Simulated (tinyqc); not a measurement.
Inside a calculation (part 2 of 2). Method: RHF in the sto-3g basis, for H2O, spin multiplicity 1. Computed by tinyqc, a small Python program that keeps every step (integrals from PySCF). Command: `OMP_NUM_THREADS=1 python tinyqc.py 21717 21718 out.jsonl` (the two numbers bound the seeds that draw the settings). One thread of a shared host (Intel(R) Xeon(R) Processor @ 2.60GHz), about 0.06 s of CPU time with the checks.

Geometry (angstrom):
```
atom         x          y         z
O     0.000000   0.000000  0.000000
H     0.000000   0.821000  0.728000
H     0.000000  -0.826000  0.732000
```

## Iteration 2: diagonalisation and new density

extrapolated F (hartree), order 1O 1s, 1O 2s, 1O 2px, 1O 2py, 1O 2pz, 2H 1s, 3H 1s:
$$\begin{pmatrix}
-22.785999 & -5.508148 & 0.000000 & -0.000261 & -0.024702 & -0.914533 & -0.900805 \\
-5.508148 & -2.876795 & 0.000000 & -0.000109 & 0.049609 & -0.817860 & -0.808397 \\
0.000000 & 0.000000 & -1.253515 & 0.000000 & 0.000000 & 0.000000 & 0.000000 \\
-0.000261 & -0.000109 & 0.000000 & -1.302154 & 0.000097 & -0.349243 & 0.346388 \\
-0.024702 & 0.049609 & 0.000000 & 0.000097 & -1.213355 & -0.283334 & -0.280865 \\
-0.914533 & -0.817860 & 0.000000 & -0.349243 & -0.283334 & -0.474381 & -0.272363 \\
-0.900805 & -0.808397 & 0.000000 & 0.346388 & -0.280865 & -0.272363 & -0.466394
\end{pmatrix}$$

X, order 1O 1s, 1O 2s, 1O 2px, 1O 2py, 1O 2pz, 2H 1s, 3H 1s:
$$\begin{pmatrix}
1.023609 & -0.136643 & 0.000000 & -0.000080 & -0.007948 & 0.018843 & 0.018663 \\
-0.136643 & 1.155895 & 0.000000 & 0.001008 & 0.076638 & -0.221184 & -0.217759 \\
0.000000 & 0.000000 & 1.000000 & 0.000000 & 0.000000 & 0.000000 & 0.000000 \\
-0.000080 & 0.001008 & 0.000000 & 1.067041 & 0.000516 & -0.169951 & 0.168368 \\
-0.007948 & 0.076638 & 0.000000 & 0.000516 & 1.043841 & -0.126850 & -0.125192 \\
0.018843 & -0.221184 & 0.000000 & -0.169951 & -0.126850 & 1.132569 & -0.073368 \\
0.018663 & -0.217759 & 0.000000 & 0.168368 & -0.125192 & -0.073368 & 1.129850
\end{pmatrix}$$

Diagonalise F' = X^T F X, C = X C', fill 5 alpha and 5 beta electrons from the bottom; D = 2 C_occ C_occ^T. Each column has its largest component positive (the first on a tie).

F' = X^T F X (hartree):
$$\begin{pmatrix}
-22.448771 & -2.647982 & 0.000000 & -0.000327 & -0.049998 & -0.141310 & -0.137695 \\
-2.647982 & -1.863276 & 0.000000 & 0.000838 & 0.118764 & -0.295212 & -0.291084 \\
0.000000 & 0.000000 & -1.253515 & 0.000000 & 0.000000 & 0.000000 & 0.000000 \\
-0.000327 & 0.000838 & 0.000000 & -1.242807 & 0.000634 & -0.192379 & 0.190779 \\
-0.049998 & 0.118764 & 0.000000 & 0.000634 & -1.172731 & -0.139801 & -0.138007 \\
-0.141310 & -0.295212 & 0.000000 & -0.192379 & -0.139801 & -0.156649 & -0.077296 \\
-0.137695 & -0.291084 & 0.000000 & 0.190779 & -0.138007 & -0.077296 & -0.154632
\end{pmatrix}$$

orbital energies (hartree): MO1 -22.786719, MO2 -1.644893, MO3 -1.302760, MO4 -1.253515, MO5 -1.207421, MO6 -0.078688, MO7 -0.018385

coefficients C, order 1O 1s, 1O 2s, 1O 2px, 1O 2py, 1O 2pz, 2H 1s, 3H 1s:
$$\begin{pmatrix}
0.998515 & -0.248137 & 0.000090 & 0.000000 & -0.030898 & 0.087489 & 0.000932 \\
0.006521 & 1.029295 & -0.000569 & 0.000000 & 0.112988 & -0.620213 & -0.007754 \\
0.000000 & 0.000000 & 0.000000 & 1.000000 & 0.000000 & 0.000000 & 0.000000 \\
0.000019 & 0.000139 & 0.990153 & 0.000000 & 0.000262 & -0.000014 & -0.464120 \\
0.001570 & -0.127696 & -0.000768 & 0.000000 & 0.976523 & -0.396707 & -0.004661 \\
-0.000989 & -0.011581 & 0.019173 & 0.000000 & 0.031050 & 0.785954 & 0.873588 \\
-0.000970 & -0.011752 & -0.018547 & 0.000000 & 0.029957 & 0.792424 & -0.862795
\end{pmatrix}$$

D after iteration 2, order 1O 1s, 1O 2s, 1O 2px, 1O 2py, 1O 2pz, 2H 1s, 3H 1s:
$$\begin{pmatrix}
2.119117 & -0.504772 & 0.000000 & 0.000131 & 0.006162 & 0.001857 & 0.002040 \\
-0.504772 & 2.144514 & 0.000000 & -0.000782 & -0.042181 & -0.016858 & -0.017415 \\
0.000000 & 0.000000 & 2.000000 & 0.000000 & 0.000000 & 0.000000 & 0.000000 \\
0.000131 & -0.000782 & 0.000000 & 1.960806 & -0.001044 & 0.037982 & -0.036717 \\
0.006162 & -0.042181 & 0.000000 & -0.001044 & 1.939813 & 0.063568 & 0.061534 \\
0.001857 & -0.016858 & 0.000000 & 0.037982 & 0.063568 & 0.002934 & 0.001423 \\
0.002040 & -0.017415 & 0.000000 & -0.036717 & 0.061534 & 0.001423 & 0.002761
\end{pmatrix}$$

## Iteration 12 (converged): orbitals

converged F (hartree), order 1O 1s, 1O 2s, 1O 2px, 1O 2py, 1O 2pz, 2H 1s, 3H 1s:
$$\begin{pmatrix}
-20.262565 & -5.165104 & 0.000000 & -0.000110 & -0.025497 & -0.859251 & -0.846383 \\
-5.165104 & -2.415642 & 0.000000 & -0.001156 & -0.079185 & -0.807383 & -0.798732 \\
0.000000 & 0.000000 & -0.392054 & 0.000000 & 0.000000 & 0.000000 & 0.000000 \\
-0.000110 & -0.001156 & 0.000000 & -0.234178 & -0.001420 & -0.344987 & 0.343072 \\
-0.025497 & -0.079185 & 0.000000 & -0.001420 & -0.277206 & -0.346407 & -0.344461 \\
-0.859251 & -0.807383 & 0.000000 & -0.344987 & -0.346407 & -0.425735 & -0.279748 \\
-0.846383 & -0.798732 & 0.000000 & 0.343072 & -0.344461 & -0.279748 & -0.419707
\end{pmatrix}$$

As before.

F' = X^T F X (hartree):
$$\begin{pmatrix}
-19.888164 & -2.684202 & 0.000000 & -0.000200 & -0.054830 & -0.098611 & -0.095498 \\
-2.684202 & -1.321185 & 0.000000 & 0.000735 & 0.105736 & -0.402702 & -0.397486 \\
0.000000 & 0.000000 & -0.392054 & 0.000000 & 0.000000 & 0.000000 & 0.000000 \\
-0.000200 & 0.000735 & 0.000000 & -0.026421 & -0.000219 & -0.391539 & 0.389423 \\
-0.054830 & 0.105736 & 0.000000 & -0.000219 & -0.136408 & -0.316281 & -0.313761 \\
-0.098611 & -0.402702 & 0.000000 & -0.391539 & -0.316281 & -0.021140 & -0.081305 \\
-0.095498 & -0.397486 & 0.000000 & 0.389423 & -0.313761 & -0.081305 & -0.022329
\end{pmatrix}$$

orbital energies (hartree): MO1 -20.270824, MO2 -1.215364, MO3 -0.537323, MO4 -0.451900, MO5 -0.392054, MO6 0.489199, MO7 0.570565

coefficients C, order 1O 1s, 1O 2s, 1O 2px, 1O 2py, 1O 2pz, 2H 1s, 3H 1s:
$$\begin{pmatrix}
0.994450 & -0.238895 & 0.001466 & 0.096763 & 0.000000 & -0.108764 & -0.004071 \\
0.024012 & 0.885116 & -0.007688 & -0.493609 & 0.000000 & 0.654670 & 0.025925 \\
0.000000 & 0.000000 & 0.000000 & 0.000000 & 1.000000 & 0.000000 & 0.000000 \\
0.000030 & 0.001183 & 0.620761 & -0.005760 & 0.000000 & -0.029371 & 0.899760 \\
0.003282 & 0.089874 & 0.006989 & 0.726330 & 0.000000 & 0.768703 & 0.026633 \\
-0.004562 & 0.144220 & 0.456564 & 0.331356 & 0.000000 & -0.677149 & -0.764689 \\
-0.004499 & 0.142177 & -0.451926 & 0.340532 & 0.000000 & -0.722715 & 0.714829
\end{pmatrix}$$

D after iteration 12, order 1O 1s, 1O 2s, 1O 2px, 1O 2py, 1O 2pz, 2H 1s, 3H 1s:
$$\begin{pmatrix}
2.110735 & -0.470690 & 0.000000 & 0.000200 & 0.104169 & -0.012515 & -0.012302 \\
-0.470690 & 2.055433 & 0.000000 & -0.001761 & -0.557897 & -0.079057 & -0.077761 \\
0.000000 & 0.000000 & 2.000000 & 0.000000 & 0.000000 & 0.000000 & 0.000000 \\
0.000200 & -0.001761 & 0.000000 & 0.770757 & 0.000522 & 0.563357 & -0.564663 \\
0.104169 & -0.557897 & 0.000000 & 0.000522 & 1.071383 & 0.513622 & 0.513886 \\
-0.012515 & -0.079057 & 0.000000 & 0.563357 & 0.513622 & 0.678134 & -0.145941 \\
-0.012302 & -0.077761 & 0.000000 & -0.564663 & 0.513886 & -0.145941 & 0.680868
\end{pmatrix}$$

## Convergence

Stop when the energy changes by less than 1e-10 hartree and every element of the error matrix X^T (F D S - S D F) X is below 3e-06.

Course of the cycle:
```
iteration   E (hartree)     change  largest element of the error matrix
1          -28.06263204          -                             4.22e-01
2          -73.64943265  -4.56e+01                             5.91e-01
3          -73.94914405  -3.00e-01                             6.04e-01
4          -73.69839366   2.51e-01                             5.97e-01
5          -73.69534868   3.04e-03                             5.97e-01
6          -74.92124983  -1.23e+00                             1.09e-01
7          -74.94014537  -1.89e-02                             4.05e-02
8          -74.94305672  -2.91e-03                             1.33e-02
9          -74.94361877  -5.62e-04                             1.18e-03
10         -74.94362086  -2.09e-06                             3.64e-05
11         -74.94362087  -1.92e-09                             3.31e-06
12         -74.94362087  -2.87e-11                             9.89e-07
```

PySCF RHF in the same basis = -74.94362087 hartree

Converged in 12 iterations.

## Populations, bond orders and dipole

overlap S, order 1O 1s, 1O 2s, 1O 2px, 1O 2py, 1O 2pz, 2H 1s, 3H 1s:
$$\begin{pmatrix}
1.000000 & 0.236704 & 0.000000 & 0.000000 & 0.000000 & 0.038655 & 0.038071 \\
0.236704 & 1.000000 & 0.000000 & 0.000000 & 0.000000 & 0.387727 & 0.383999 \\
0.000000 & 0.000000 & 1.000000 & 0.000000 & 0.000000 & 0.000000 & 0.000000 \\
0.000000 & 0.000000 & 0.000000 & 1.000000 & 0.000000 & 0.255660 & -0.253894 \\
0.000000 & 0.000000 & 0.000000 & 0.000000 & 1.000000 & 0.226700 & 0.225000 \\
0.038655 & 0.387727 & 0.000000 & 0.255660 & 0.226700 & 1.000000 & 0.207141 \\
0.038071 & 0.383999 & 0.000000 & -0.253894 & 0.225000 & 0.207141 & 1.000000
\end{pmatrix}$$

Mulliken: Z minus the diagonal of D S on the atom; Loewdin: the same with S^(1/2) D S^(1/2); Mayer order: 2 sum_s sum (D(s) S)_ij (D(s) S)_ji over the two atoms.

Charges (e):
```
atom   Mulliken    Loewdin
1O    -0.243469  -0.177141
2H     0.122767   0.089197
3H     0.120702   0.087944
```

Mayer bond orders:
```
pair     order
2-1   0.980885
3-1   0.981388
3-2   0.004043
```

dipole moment about the origin, x y z (debye): [0.000000, 0.004642, 1.565153]
